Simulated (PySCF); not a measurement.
# Working out the ionisation energy of N

N [He] 2s2 2p3 (4S) → N⁺ [He] 2s2 2p2 (3P). All numbers are calculated (PySCF 2.14, the spin-free X2C one-electron Hamiltonian (Gaussian nucleus), in x2c-SVPall (3s2p1d, 14 functions)). Frozen: 1s2. Energies in hartree (1 hartree = 27.21139 eV):

| part | N (lower) | N⁺ (upper) |
| --- | --- | --- |
| UHF | -54.365447 | -53.849865 |
| CCSD correlation | -0.084517 | -0.075592 |
| (T) | -0.000714 | -0.000830 |

Question: What does Hartree-Fock give?

Answer: (-53.849865) − (-54.365447) = 0.515582 hartree = 14.030 eV.

Question: What do CCSD and CCSD(T) give?

Answer: The CCSD correlation energies differ by 0.008925 hartree = 0.243 eV and the triples by -0.000116 hartree = -0.003 eV, so CCSD gives 14.273 eV and CCSD(T) 14.270 eV.

Measured between the centres of the two terms (NIST): 14.545 eV, so CCSD(T) (valence) is off by -0.275 eV.

A double-zeta basis recovers only part of the correlation energy.

What remains against the reference includes basis incompleteness, the frozen core and higher excitations.
